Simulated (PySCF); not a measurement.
2,5-dihydrofuran: removing and adding an electron

Molecule: 2,5-dihydrofuran, `C1=CCOC1` (C4H6O). Non-hydrogen atoms are numbered in `[CH:1]1=[CH:2][CH2:3][O:4][CH2:5]1`. These are map numbers, not IUPAC locants.

Energies: ωB97X-D3(BJ)/ma-def2-TZVP (PySCF, density fitting, integration grid level 2) on PBE0-D3(BJ)/ma-def2-SVP structures. Thermal corrections: PBE0-D3(BJ)/ma-def2-SVP frequencies, unscaled, ideal gas at 298.15 K and 1 bar, quasi-RRHO entropy.

Frontier levels of the parent: HOMO -9.18 eV, LUMO 1.23 eV.

Oxidation to the radical cation:
- Vertical ionisation energy (electronic): 9.18 eV
- Adiabatic ionisation energy (with zero-point energy): 8.99 eV
- Adiabatic, electronic part: 9.10 eV
- Vertical gap at the product's structure: 8.88 eV
- Inner reorganisation energy (four-point): 300 meV
- Relaxation of product / of parent: 87 / 213 meV
- ⟨S²⟩ of the product: 0.755
- Largest spin populations: O4 0.25, C2 0.20, C1 0.20, H (on C3) 0.09
- Largest changes of atomic charge: O4 0.19, C2 0.13, C1 0.13, H (on C3) 0.11
- Distances that move most (Å): C1–C2 1.333 → 1.369; C2–C3 1.498 → 1.464; C1–C5 1.497 → 1.464; C3–O4 1.414 → 1.388
- Potential in acetonitrile: 6.55 V absolute, 2.01 V against Fc+/Fc computed at 4.54 V (solvation -15 → -250 kJ/mol)

Vertical electron affinity to the radical anion: -1.12 eV. The extra electron is not bound at this structure, the number hangs on the basis, and the ion was not relaxed.

Solvents are IEF-PCM continua (electrostatics only, gas-phase structures); absolute potentials refer to an electron at rest in vacuum. Fc+/Fc in acetonitrile, 4.54 V, is ωB97X-D3(BJ)/ma-def2-TZVP on PBE0-D3(BJ)/def2-SVP structures with GFN2-xTB thermal terms. Benchmark calculations put it near 5.0 V in acetonitrile and DMSO, so it is about 0.5 V low, and the value against it can read up to that much too high.

Measured values (NIST Chemistry WebBook, evaluated or the median of agreeing entries): vertical ionisation energy 9.16 eV (computed 9.18, difference 0.02).
